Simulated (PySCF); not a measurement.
Si(H)4 cation (H4Si), SMILES [SiH4] (connectivity only; charge and spin as stated), charge +1, multiplicity 2.

Geometry optimised at ωB97X-D3(BJ)/def2-TZVPD. The geometry has at least one imaginary mode, so it is a saddle point at that level. The spin state was assumed, not searched. The isomer is the one that the SMILES or the coordinates give; other isomers of the formula were not compared.

The numbers are results of TDA-CAM-B3LYP/def2-TZVPD (PySCF 2.14.0), not measurements.

Vertical excitations; the highest root listed may be one member of a degenerate set. 

Computed lowest excited states:
```csv
state,energy (eV),λ (nm),f,main pairs
root 1,2.44,509,0.000,α HOMO→LUMO 99 %
root 2,4.60,269,0.000,"β HOMO→LUMO+1, β HOMO−1→LUMO+1 (degenerate set)"
root 3,4.60,269,0.000,"β HOMO−1→LUMO+1, β HOMO→LUMO+1 (degenerate set)"
root 4,4.75,261,0.130,"β HOMO−1→LUMO, β HOMO→LUMO (degenerate set)"
root 5,4.75,261,0.130,"β HOMO→LUMO, β HOMO−1→LUMO (degenerate set)"
root 6,6.22,199,0.000,α HOMO→LUMO+1 93 %
root 7,6.38,194,0.000,α HOMO−1→LUMO (degenerate set)
root 8,6.38,194,0.000,α HOMO−2→LUMO (degenerate set)
root 9,8.82,141,0.005,"α HOMO−1→LUMO+1, β HOMO→LUMO+2 (degenerate set)"
root 10,8.82,141,0.005,"α HOMO−2→LUMO+1, β HOMO−1→LUMO+2 (degenerate set)"
```
Unrestricted roots are not spin-pure.
